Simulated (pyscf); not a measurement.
A first-order saddle from PySCF, ωB97X-D3(BJ)/def2-SVP:

```xyz
8

Ga     0.3270     1.8466     0.0836
Cl     1.0515     0.3261    -2.1580
O     -0.4688     0.0589     0.0603
Si    -1.4865    -0.9086     0.9636
H      0.1830    -0.1408    -1.1163
H     -0.7813    -2.1492     1.3936
H     -2.6923    -1.2803     0.1706
H     -1.9140    -0.1452     2.1742
```
Charge 0, spin multiplicity 1.

Surface: singlet, charge 0. Lowest wavenumbers (cm⁻¹): 420i, 52, 71, 75, 173.

**Question.** What reaction is this the transition state of?

**Answer.** Cl–Ga [singlet] + silanol (HO–SiH₃) <-> H₃Si–O–Ga [singlet] + hydrogen chloride (HCl), a four-centre exchange read from left to right: Cl–Ga, H–O broken and Ga–O, Cl–H formed. At CCSD(T)/def2-TZVPP + ΔMP2(QZVPP) it lies +31.9 kJ/mol from the left side and -7.0 kJ/mol from the right (each side as separated species at their lowest minima found). On the reactant side the descent ends in a bound adduct, 41.9 kJ/mol under the separated species and 70.6 kJ/mol under the saddle at ωB97X-D3(BJ)/def2-TZVP. On the product side the descent ends in a complex, 27.7 kJ/mol under the separated species and 8.7 kJ/mol under the saddle at ωB97X-D3(BJ)/def2-TZVP. At CCSD(T) the saddle lies under the separated products, which points to a path from their complex (located at ωB97X-D3(BJ) alone), and parting the products costs more than the saddle. One saddle was located; it need not be the lowest between these sides. The CCSD(T) − MP2 part came from Ansatz, without density fitting, on the same reference. The frozen core leaves the outer d or s,p core shells of the metals and heavy elements correlated in the MP2 and CC values, and def2-TZVPP describes them poorly, which can shift differences by a few kcal/mol. Elements up to Kr have no core potential and no relativistic terms here.
